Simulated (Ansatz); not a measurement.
[BH4]- (BH₄⁻), relaxed as a singlet with RKS PBE0-D4/def2-TZVPD in Ansatz, starting from the GFN2-xTB geometry. Force threshold 0.02 eV/Å.

Start:

```xyz
5

B    -0.0001    0.0002   -0.0001
H     0.8046   -0.4194   -0.8295
H     0.5610    0.7972    0.7484
H    -0.4383   -0.9411    0.6583
H    -0.9272    0.5631   -0.5772
```

| step | energy (eV) | largest force component (eV/Å) | SCF passes |
| --- | --- | --- | --- |
| 1 | -740.6286 | 0.201 | 17 |
| 2 | -740.6324 | 0.068 | 23 |
| 3 | -740.6329 | 0.001 | 19 |

Force components are those of the run's own axes.

End:

```xyz
5

B     0.000    0.000    0.000
H     0.811   -0.423   -0.836
H     0.566    0.804    0.755
H    -0.442   -0.949    0.664
H    -0.935    0.568   -0.582
```

By distances, no bond broke or formed. The bond that changes most is B1–H5, from 1.23 to 1.24 Å (atoms count from 1).

No frequencies were taken in this run, so the end may be a saddle point.

It took 0.75 s on 4 threads of Arm Neoverse V2 on a shared host.
